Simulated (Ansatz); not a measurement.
**SnSe (Pnma, No. 62)**

Calculation: LDA (Ansatz, a program for electronic structure, plane waves, PAW).

Run with plane-wave cutoff 520 eV, 4×8×8 k mesh (along the axes of the cell as run), Fermi–Dirac smearing 0.01 eV, scalar-relativistic PAW data made under PBE.

Cell: relaxed at this level.

| Item | Result |
|---|---|
| band gap | 0.44 eV (on the SCF k mesh) |
| Γ–Γ gap | 1.09 eV |
| bulk modulus | 40.7 GPa |

Note: the bulk modulus is −V dP/dV from two relaxed cells at ±2 % in volume.

Spin–orbit coupling is not included.

Computed values are for the static lattice.

The result took very roughly 23 core-minutes.
